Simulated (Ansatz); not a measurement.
Two isomers of C4H7N: A = `C=CC(C)=N`, B = `CC1(C)C=N1`.

Computed with Ansatz on PBE0-D4/def2-TZVP structures; ΔE is electronic, products minus reactants. CBS: MP2 limit from def2 TZ/QZ plus the TZ coupled-cluster correction, frozen cores. DFT in def2-TZVPP. Each species was taken in one conformer, which may not be the lowest.

Problem. Which isomer does CCSD(T)/CBS put lower? Give the gap. (Best estimate.)

Solution. Computed: A, by 23.1 kcal/mol.

Problem. Give E(B) − E(A) in kcal/mol with MP2/def2-TZVPP, B2PLYP, r2SCAN-D4, PBE0-D4, CCSD(T)/def2-TZVPP, PBE-D4, ωB97M-V. (Estimate.)

Solution. The calculation gave: MP2/def2-TZVPP 19.9, B2PLYP 24.1, r2SCAN-D4 22.6, PBE0-D4 21.2, CCSD(T)/def2-TZVPP 23.0, PBE-D4 21.6, ωB97M-V 22.2. None reverses the order clearly.

Largest T1 diagnostic: 0.012.

In def2-TZVPP, CCSD(T) changes the Hartree–Fock value by −5.0 kcal/mol (the triples alone add −0.2 kcal/mol) and MP2 by −8.1 kcal/mol.
